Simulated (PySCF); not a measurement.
# How methods differ on the electron affinity of S

S⁻ [Ne] 3s2 3p5 (2P) → S [Ne] 3s2 3p4 (3P), as a difference of total energies. All numbers are calculated (PySCF 2.14, no relativity, point nucleus, in aug-cc-pV(T+d)Z (6s5p4d2f, 55 functions)). Correlated levels: valence: [Ne] frozen. The calculations carry no spin-orbit coupling.

| method | electron affinity (eV) | error (eV) |
| --- | --- | --- |
| UHF | 0.889 | -1.188 |
| MP2 (valence) | 1.936 | -0.141 |
| SCS-MP2 (valence) | 1.933 | -0.144 |
| CCSD (valence) | 1.864 | -0.213 |
| CCSD(T) (valence) | 1.948 | -0.129 |

Reference: 2.077 eV (measured; photodetachment measurements, as compiled on the Wikipedia data page of electron affinities).

Errors of the correlated levels include the incompleteness of this basis and the frozen core.
